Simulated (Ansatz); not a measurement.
Molecule (SMILES): [CH]=C=O, doublet.
Atoms: C1, C2, H3, O4. Bonds: C1-C2, C1-H3, C2-O4.

Basis-set convergence of the lowest harmonic wavenumber at HF with Ansatz (a first-principles code). Each level at its own minimum, finite differences of forces, unscaled; the reference is a large set that could be run, not a limit. All functions are spherical. The program fits the integrals of some runs and decomposes those of others, by size. Core-valence sets carry the plain set on hydrogen. Open shells are unrestricted. No added dispersion term, no relativity. Reference: the value in aug-pcseg-2, 237 cm⁻¹, itself unsure by roughly 41 cm⁻¹ (its mean distance from aug-cc-pVTZ, def2-TZVPPD). Deviations are taken from unrounded values.

```
basis              functions  lowest harmonic wavenumber (cm⁻¹)  minus reference (cm⁻¹)
-----------------  ---------  ---------------------------------  ----------------------
cc-pVDZ                   47                                329                      92
pcseg-1                   47                                246                      10
aug-cc-pVDZ               78                                383                     146
aug-pcseg-1               78                                412                     175
6-311++G(2d,2p)           91                                306                      70
def2-TZVP                 99                                233                      -4
cc-pVTZ                  104                                258                      22
def2-TZVPP               107                                251                      14
def2-TZVPD               123                                270                      33
def2-TZVPPD              131                                279                      42
jun-cc-pV(T+d)Z          131                                274                      37
6-311++G(3df,3pd)        135                                292                      55
cc-pCVTZ                 143                                255                      18
aug-cc-pVTZ              161                                277                      40
aug-pcseg-2              161                                237                       0
```
